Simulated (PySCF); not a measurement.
F2BO (doublet state).
SMILES with atom numbers: `[O:1][B:2]([F:3])[F:4]`

Method: PBE0-D3(BJ)/def2-SVP geometry optimisation, gas phase (PySCF 2.14.0).

Task: List the bond lengths and angles at this level.

Result: 
| bond | length (bohr) | order |
| --- | --- | --- |
| O1–B2 | 2.560 | single |
| B2–F3, B2–F4 | 2.485 | single |

Bonds in one row agree within 0.02 bohr and their mean is given. Orders are formal, as drawn. A selection of angles:
| angle | degrees |
| --- | --- |
| O1–B2–F3 | 119.4 |
| F3–B2–F4 | 121.4 |

B2 (boron bonded to 2 F and O) is planar (angles 121.4°, 119.4° and 119.1°, sum 360.0°, 0.00 Å off the plane of its three neighbours). The 4 heavy atoms lie in one plane (0.001 Å rms).

Point group: C2v (every atom within 0.08 Å of its image). No PBE0-D3(BJ)/def2-SVP frequencies stand behind this structure, so it isn't proved a minimum. ⟨S²⟩ = 0.753 (exact for a doublet: 0.75).
